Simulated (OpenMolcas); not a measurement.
BH2F (SMILES [H]B([H])F): the energy, rung by rung

BH2F has 4 atoms, charge 0, and is taken as a singlet. As SMILES, `[H]B([H])F`. The shape is that of a GFN2-xTB optimisation.

```xyz
4

B     0.0300    0.0492    0.0006
H     1.1984   -0.0340    0.0156
H    -0.5783    1.0502   -0.0194
F    -0.6501   -1.0654    0.0032
```

Quantity: the energy change with the B1–F4 bond stretched from 1.306 to 3.264 Å, in eV. The values are calculated.

```
                   level                   kind     program  value (eV)  less FCI/STO-3G
  HF/STO-3G (restricted)           Hartree–Fock  OpenMolcas       12.98            +6.15
 PBE/STO-3G (restricted)                    GGA  OpenMolcas        9.74            +2.91
 MP2/STO-3G (restricted)    perturbation theory  OpenMolcas        8.14            +1.31
        MRCI(2,2)/STO-3G         multireference  OpenMolcas        6.76            -0.07
   SC-NEVPT2(2,2)/STO-3G         multireference  OpenMolcas        6.77            -0.06
CISD/STO-3G (restricted)  coupled cluster or CI  OpenMolcas        7.22            +0.39
              FCI/STO-3G     exact in the basis  OpenMolcas        6.83             0.00
```

FCI/STO-3G is exact within its basis and frozen core, so for wave-function methods in that basis the difference is their error; functionals converge differently with the basis, so for them it is only a difference. Spin-restricted single references rise too steeply as a bond breaks, Hartree–Fock most of all. The first shape isn't each level's own minimum. The values span 6.76 to 12.98 eV. All rows use very small basis sets, so even the best lies far from the true value.
